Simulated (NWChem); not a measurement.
The numbers come from NWChem runs, not from measurements. System: H₄Si, charge 0, spin multiplicity 1, displaced from the optimised geometry. The structure started from a generated list of species. Level: CR-CCSD(T)/cc-pVDZ, 5 core orbitals frozen, spin-restricted.

Part of the output:

```
             Northwest Computational Chemistry Package (NWChem) 7.3.0
             --------------------------------------------------------

                                NWChem Input Module
                                -------------------

 Scaling coordinates for geometry "geometry" by  1.889725989
 (inverse scale =  0.529177249)

                             Geometry "geometry" -> ""
                             -------------------------

 Output coordinates in angstroms (scale by  1.889725989 to convert to a.u.)

  No.       Tag          Charge          X              Y              Z
 ---- ---------------- ---------- -------------- -------------- --------------
    1 Si                  14.0000     0.00000000     0.00000000     0.00000000
    2 H                    1.0000     1.21874600     0.00000000     0.86182400
    3 H                    1.0000    -1.21874600     0.00000000     0.86182400
    4 H                    1.0000     0.00000000    -1.21874500    -0.86182300
    5 H                    1.0000     0.00000000     1.82811800    -1.29273400

 Effective nuclear repulsion energy (a.u.)      19.3656666644

            Nuclear Dipole moment (a.u.)
            ----------------------------
        X                 Y               Z
 ---------------- ---------------- ----------------
     0.0000000000     1.1515479948    -0.8142999360


 Summary of "ao basis" -> "" (spherical)
 ------------------------------------------------------------------------------
       Tag                 Description            Shells   Functions and Types
 ---------------- ------------------------------  ------  ---------------------
 *                          cc-pvdz                   on all atoms

 Summary of "ao basis" -> "ao basis" (spherical)
 ------------------------------------------------------------------------------
       Tag                 Description            Shells   Functions and Types
 ---------------- ------------------------------  ------  ---------------------
 Si                         cc-pvdz                  8       18   4s3p1d
 H                          cc-pvdz                  3        5   2s1p

                                 NWChem SCF Module
                                 -----------------

  ao basis        = "ao basis"
  functions       =    38
  atoms           =     5
  closed shells   =     9
  open shells     =     0
  charge          =   0.00
  wavefunction    = RHF
  use symmetry    = F
  symmetry adapt  = F

 Summary of "ao basis" -> "ao basis" (spherical)
 ------------------------------------------------------------------------------
       Tag                 Description            Shells   Functions and Types
 ---------------- ------------------------------  ------  ---------------------
 Si                         cc-pvdz                  8       18   4s3p1d
 H                          cc-pvdz                  3        5   2s1p

 Forming initial guess at       0.0s

      Superposition of Atomic Density Guess
      -------------------------------------

 Sum of atomic energies:        -290.83238394

      Non-variational initial energy
      ------------------------------

 Total energy =    -290.817724
 1-e energy   =    -440.780428
 2-e energy   =     130.597038
 HOMO         =      -0.306744
 LUMO         =      -0.020713

 Starting SCF solution at       0.3s

 ----------------------------------------------
         Quadratically convergent ROHF

 Convergence threshold     :          1.000E-07
 Maximum no. of iterations :          100
 Final Fock-matrix accuracy:          1.000E-09
 ----------------------------------------------

              iter       energy          gnorm     gmax       time
             ----- ------------------- --------- --------- --------
                 1     -291.1426945865  3.40D-01  1.43D-01      0.3
                 2     -291.1587597699  8.62D-02  3.36D-02      0.3
                 3     -291.1601983803  2.07D-03  9.27D-04      0.3
                 4     -291.1601992504  1.11D-06  4.58D-07      0.3
                 5     -291.1601992504  4.44D-09  1.72D-09      0.3

       Final RHF  results
       ------------------

         Total SCF energy =   -291.160199250414
[...]
    24     -0.313816  3 H  s                 20      0.189287  2 H  s
    25     -0.189287  3 H  s

 Vector    9  Occ=2.000000D+00  E=-3.823453D-01
              MO Center= -7.4D-16,  1.2D+00, -8.5D-01, r^2= 2.1D+00
   Bfn.  Coefficient  Atom+Function         Bfn.  Coefficient  Atom+Function
  ----- ------------  ---------------      ----- ------------  ---------------
    35      0.361382  5 H  s                 34      0.349661  5 H  s
     9      0.208943  1 Si py                 4      0.186777  1 Si s
    12      0.184918  1 Si py

 Vector   10  Occ=0.000000D+00  E= 6.810491D-02
              MO Center= -2.2D-14,  6.6D-01, -4.7D-01, r^2= 4.0D+00
   Bfn.  Coefficient  Atom+Function         Bfn.  Coefficient  Atom+Function
  ----- ------------  ---------------      ----- ------------  ---------------
    35      0.832259  5 H  s                 12     -0.611472  1 Si py
     4     -0.448417  1 Si s                 13      0.432333  1 Si pz
     3     -0.248192  1 Si s                 34      0.233574  5 H  s
     9     -0.218063  1 Si py                10      0.154184  1 Si pz

 Vector   11  Occ=0.000000D+00  E= 1.613308D-01
              MO Center=  1.2D-09, -1.6D-02, -3.1D-01, r^2= 4.1D+00
   Bfn.  Coefficient  Atom+Function         Bfn.  Coefficient  Atom+Function
  ----- ------------  ---------------      ----- ------------  ---------------
    11      1.651145  1 Si px                20     -1.168871  2 H  s
    25      1.168871  3 H  s                  8      0.153392  1 Si px

 Vector   12  Occ=0.000000D+00  E= 1.613369D-01
              MO Center= -1.2D-09,  2.9D-01,  1.2D-01, r^2= 4.1D+00
   Bfn.  Coefficient  Atom+Function         Bfn.  Coefficient  Atom+Function
  ----- ------------  ---------------      ----- ------------  ---------------
    13      1.348208  1 Si pz                30      1.349884  4 H  s
    12      0.953367  1 Si py                20     -0.674771  2 H  s
    25     -0.674771  3 H  s

 center of mass
 --------------
 x =   0.00000000 y =   0.03625814 z =  -0.02563940

 moments of inertia (a.u.)
 ------------------
          31.344470801053           0.000000000000           0.000000000000
           0.000000000000          24.704376308484           4.695481558766
           0.000000000000           4.695481558766          28.023122103861

  Mulliken analysis of the total density
  --------------------------------------

    Atom       Charge   Shell Charges
 -----------   ------   -------------------------------------------------------
    1 Si  14    13.60   2.00  2.01  0.73  0.51  6.00  1.33  0.83  0.20
    2 H    1     1.08   0.72  0.35  0.01
    3 H    1     1.08   0.72  0.35  0.01
    4 H    1     1.08   0.72  0.35  0.01
    5 H    1     1.16   0.52  0.63  0.00

       Multipole analysis of the density wrt the origin
       ------------------------------------------------

     L   x y z        total         open         nuclear
     -   - - -        -----         ----         -------
     0   0 0 0     -0.000000      0.000000     18.000000

     1   1 0 0     -0.000000      0.000000      0.000000
     1   0 1 0     -0.468044      0.000000      1.151548
     1   0 0 1      0.330959      0.000000     -0.814300

     2   2 0 0    -12.913182      0.000000     10.608502
     2   1 1 0     -0.000000      0.000000      0.000000
     2   1 0 1     -0.000000      0.000000      0.000000
     2   0 2 0    -14.172884      0.000000     17.238794
     2   0 1 1      0.890814      0.000000     -4.688550
     2   0 0 2    -13.543105      0.000000     13.924941

                   NWChem Extensible Many-Electron Theory Module
                   ---------------------------------------------


            General Information
            -------------------
      Number of processors :     1
         Wavefunction type : Restricted Hartree-Fock
          No. of electrons :    18
           Alpha electrons :     9
            Beta electrons :     9
           No. of orbitals :    76
            Alpha orbitals :    38
             Beta orbitals :    38
        Alpha frozen cores :     5
         Beta frozen cores :     5
     Alpha frozen virtuals :     0
      Beta frozen virtuals :     0
         Spin multiplicity : singlet
    Number of AO functions :    38
       Number of AO shells :    20
        Use of symmetry is : off
      Symmetry adaption is : off
         Schwarz screening : 0.10D-09

          Correlation Information
          -----------------------
          Calculation type : Coupled-cluster singles & doubles w/ perturbation
   Perturbative correction : Completely renormalized (T)
            Max iterations :      100
        Residual threshold : 0.10D-05
     T(0) DIIS level shift : 0.00D+00
     L(0) DIIS level shift : 0.00D+00
     T(1) DIIS level shift : 0.00D+00
     L(1) DIIS level shift : 0.00D+00
     T(R) DIIS level shift : 0.00D+00
     T(I) DIIS level shift : 0.00D+00
   CC-T/L Amplitude update :  5-th order DIIS
                I/O scheme : Global Array Library
        L-threshold :  0.10D-05
        EOM-threshold :  0.10D-05
 no EOMCCSD initial starts read in
 TCE RESTART OPTIONS
 SLICE:      F
 D4D5:       F
 quantumc:   F
 qrotation:  F
 pwtce:      F
 qducc:      F
 nacto:                         0
 nrotv:                         0
 nrot:                          0

            Memory Information
            ------------------
          Available GA space size is     249035356 doubles
          Available MA space size is     104855036 doubles

 Maximum block size supplied by input
 Maximum block size        24 doubles

 tile_dim =     15

 -------------------------------------------------

 Global array virtual files algorithm will be used

 Parallel file system coherency ......... OK

 4-electron integrals stored in orbital form

 v2    file size   =           361151
 4-index algorithm nr.  13 is used
 imaxsize =       30
 imaxsize ichop =        0


CCSD iterations
 ---------------------------------------------------------
 Iter          Residuum       Correlation     Cpu    Wall
 ---------------------------------------------------------
    1   0.1204298088915  -0.1198909745611     0.0     0.0
    2   0.0408756120090  -0.1453020159668     0.0     0.0
    3   0.0181712550184  -0.1520737983703     0.0     0.0
    4   0.0091010830189  -0.1545852001282     0.0     0.0
    5   0.0048535697937  -0.1556703703175     0.0     0.0
    6   0.0006401013808  -0.1567592010756     0.0     0.0
    7   0.0002445353588  -0.1567398345944     0.0     0.0
    8   0.0001229285858  -0.1567412405690     0.0     0.0
    9   0.0000648185601  -0.1567418280124     0.0     0.0
   10   0.0000356389489  -0.1567426717644     0.0     0.0
   11   0.0000054601439  -0.1567439358768     0.0     0.0
   12   0.0000020518122  -0.1567446670956     0.0     0.0
   13   0.0000010362397  -0.1567448910225     0.0     0.0
   14   0.0000005645466  -0.1567449919124     0.0     0.0
 -----------------------------------------------------------------
 Iterations converged
 CCSD correlation energy / hartree =        -0.156744991912402
 CCSD total energy / hartree       =      -291.316944242326485

 Singles contributions

 Doubles contributions
    10a   (alpha)    10a   (beta ) ---     9a   (alpha)     9a   (beta )       -0.1810507820
 CR-CCSD(T)

 CR-CCSD[T]  correction energy / hartree =        -0.003286142572308
 CR-CCSD[T] correlation energy / hartree =        -0.160031134484709
 CR-CCSD[T] total energy / hartree       =      -291.320230384898821
 CR-CCSD(T)  correction energy / hartree =        -0.003134100512686
 CR-CCSD(T) correlation energy / hartree =        -0.159879092425088
 CR-CCSD(T) total energy / hartree       =      -291.320078342839167

 Task  times  cpu:        1.7s     wall:        1.7s

 Total times  cpu:        1.7s     wall:        1.7s
```

Problem. Write an NWChem input that would produce this output.

Solution. This is not unique; one that fits is 
```
start mol
memory heap 100 mb stack 700 mb global 1900 mb
geometry units angstroms nocenter noautoz noautosym
  Si     0.000000     0.000000    -0.000000
  H      1.218746     0.000000     0.861824
  H     -1.218746     0.000000     0.861824
  H      0.000000    -1.218745    -0.861823
  H      0.000000     1.828118    -1.292734
end
basis spherical
  * library cc-pvdz
end
scf
  rhf
  nopen 0
  maxiter 100
  thresh 1e-7
  semidirect memsize 60000000 filesize 0
end
tce
  freeze core 5
  cr-ccsd(t)
  2eorb
  2emet 13
  thresh 1e-6
  maxiter 100
  tilesize 24
end
task tce energy
```
